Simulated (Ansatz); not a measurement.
# CH4Si (triplet): the correlation ladder, cc-pVDZ

Aim: climb from Hartree-Fock through coupled cluster and multireference methods for CH4Si (triplet) at one geometry and basis, and see what each rung misses.

Program: Ansatz 0.2.0, Gaussian basis. Level of theory: cc-pVDZ, core rule «outside noble gas», up to 6 orbitals frozen. These are calculated values, not measurements.

Plan: UHF; CCSD(T) on ROHF; CCSD(T) on UHF; BCCD(T) on ROHF; CISD; CCSDT(Q) on ROHF; CCSDT(Q) on UHF; CASSCF and NEVPT2, 10 electrons in 10 orbitals.

23 further runs of the same task are left out: 10 that didn't finish, 13 set aside as unsound or not needed.

**1. The geometry**

The geometry is a PBE0/def2-TZVP stationary point (not a proven minimum).

6 atoms, charge 0, spin multiplicity 3.

Atoms are counted from 1 here; the program's logs count them from 0.

Bond lengths: Si1–C2 1.808 Å, Si1–H3 1.490 Å, Si1–H4 1.488 Å, Si1–H5 1.488 Å, C2–H6 1.078 Å. Angles: C2–Si1–H3 110.7°, C2–Si1–H4 110.1°, C2–Si1–H5 110.1°, H3–Si1–H4 108.7°, H3–Si1–H5 108.7°, H4–Si1–H5 108.5°, Si1–C2–H6 159.0°.

**2. UHF**

Input file in.yaml:

```yaml
crystal:
  periodic: [false, false, false]
  atoms:
    - {symbol: Si, position_ang: [0.000000, 0.015493, 0.520743]}
    - {symbol: C, position_ang: [0.000000, -0.067882, -1.284914]}
    - {symbol: H, position_ang: [0.000009, 1.432439, 0.982077]}
    - {symbol: H, position_ang: [1.207154, -0.663745, 1.063509]}
    - {symbol: H, position_ang: [-1.207163, -0.663730, 1.063509]}
    - {symbol: H, position_ang: [0.000002, 0.272219, -2.308057]}
basis:
  gaussian: {orbitals: cc-pVDZ}
magnetization: {spin_polarized: true, initial_magnetization: 2}
hamiltonian: {xc: hf}
output: {orbitals: {seedname: orbitals}}
```

Run with:

```
$ ansatz run in.yaml --threads 1 --pin off --events-out ev --progress --plain --max-ram 2393MiB
```

After this run come: CCSD(T) on ROHF; CCSD(T) on UHF; BCCD(T) on ROHF; CISD; CCSDT(Q) on ROHF; CCSDT(Q) on UHF; CASSCF and NEVPT2, 10 electrons in 10 orbitals.

Before running them: what should the planned runs give, taken together? Wanted: UCCSDT(Q) below the RHF energy; RMP2 from UCCSDT(Q); UMP2 from UCCSDT(Q); RCCSD from UCCSDT(Q); RCCSD(T) from UCCSDT(Q); UCCSD(T) from UCCSDT(Q); RCCSDT(Q) from UCCSDT(Q); NEVPT2 frontier from UCCSDT(Q); T1 diagnostic.

**Answer**, as computed:

| quantity | value |
| --- | --- |
| UCCSDT(Q) below the RHF energy | -6.6872 eV |
| RMP2 from UCCSDT(Q) | +30.73 kcal/mol |
| UMP2 from UCCSDT(Q) | +30.51 kcal/mol |
| RCCSD from UCCSDT(Q) | +3.92 kcal/mol |
| RCCSD(T) from UCCSDT(Q) | +0.80 kcal/mol |
| UCCSD(T) from UCCSDT(Q) | +0.78 kcal/mol |
| RCCSDT(Q) from UCCSDT(Q) | +0.03 kcal/mol |
| NEVPT2 frontier from UCCSDT(Q) | +28.65 kcal/mol |
| levels within 1 kcal/mol (43 meV) | RCCSD(T), UCCSD(T), BCCD(T), RCCSDT, UCCSDT, RCCSDT(Q) |
| T1 diagnostic | 0.021 |

What this shows: RCCSD(T) lands +0.80 kcal/mol from the yardstick (0.5 % of the correlation energy). These misses are within one basis, not against nature; the frozen cores of restricted and unrestricted runs differ, which can shift their rows.
